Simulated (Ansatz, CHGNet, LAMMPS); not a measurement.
Ladder of methods for the elastic constant C11 of cubic perovskite SrTiO₃ (cubic form, which distorts at low temperature)

Reference value: 318 GPa (measured, 273 K, no zero-point or thermal correction; as tabulated in Frostenson et al. (2021), arXiv:2109.07393).

| level (code) | value (GPa) | cell (Å³/atom) |
|---|---|---|
| ionic model pedone2006 (rigid ions, LAMMPS) | 255 | 12.07 |
| CHGNet 0.3.0 (CHGNet) | 285 | 12.27 |
| LDA (Ansatz) | ? | 11.45 |
| PBE (Ansatz) | 314 | 12.20 |
| PBEsol (Ansatz) | 350 | 11.78 |
| r²SCAN (Ansatz) | 352 | 11.93 |
| PBE0 (Ansatz) | ? | 11.81 |

Question: Some entries are withheld; supply them.

Answer: 
- LDA (Ansatz, a quantum-chemistry and plane-wave program), value (GPa): 383
- PBE0 (Ansatz), value (GPa): 358

Differences against the reference: ionic model pedone2006 -19.8 %, CHGNet 0.3.0 -10.4 %, LDA +20 %, PBE -1.3 %, PBEsol +10.1 %, r²SCAN +10.7 %, PBE0 +12.6 %.

Leaving aside ionic model pedone2006, which can be fitted to such values or carry a doubt: The reference is not for a static lattice or low temperature, so close values are not ranked against it.

The reference has no zero-point or thermal correction, while the calculations are for a static lattice, so the differences are not the levels' errors alone. A static lattice is as a rule stiffer than a warm one, by over a tenth in soft solids.  Ionic model pedone2006, CHGNet 0.3.0, LDA, PBE, PBEsol, r²SCAN, PBE0: the relaxation could not lower the start's symmetry, so the cell can be a saddle point above a distorted one. Each level is taken at its own relaxed cell. Cutoffs differ between the levels. Ansatz's density-functional and Hartree–Fock values are scalar-relativistic unless marked +SOC, with PAW data made under PBE.

Empirical potentials (ionic model pedone2006) are fitted to chosen data, which need not cover the solid at hand: agreement can be built in, and what lay outside the fit can be far off. Machine-learned potentials (CHGNet 0.3.0) are trained on DFT data, which may include these solids.

Differences are worked out from the printed values.
